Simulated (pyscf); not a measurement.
A first-order saddle from PySCF, ωB97X-D3(BJ)/def2-SVP:

```
C
C 1 1.3885
H 2 1.0951 1 120.15
H 2 1.0952 3 114.34 1 151.93
H 1 1.0959 2 118.58 3 157.83
C 1 1.4086 5 118.09 2 -166.30
C 6 1.3780 1 120.41 5 166.31
H 7 1.0910 6 121.49 1 33.17
H 7 1.0930 8 115.08 3 169.92
H 6 1.0945 7 119.35 8 -162.56
C 2 2.0729 3 85.40 4 108.65
N 11 1.1896 2 117.51 3 69.34
H 11 1.0882 12 142.37 7 178.45
```

Surface: singlet, charge 0. Lowest wavenumbers (cm⁻¹): 612i, 269, 295, 300, 386.

What reaction is this the transition state of?

`[CH]#[N]` + `[CH2]=[CH][CH]=[CH2]` <-> `[CH]1=[CH][CH2][N]=[CH][CH2]1`, a cycloaddition read from left to right: none broken and C–C, C–N formed. At ωB97M-D3(BJ)/def2-TZVP it lies +27.6 kcal/mol from the left side and +53.5 kcal/mol from the right (each side as separated species at their lowest minima found). One saddle was located; it need not be the lowest between these sides.
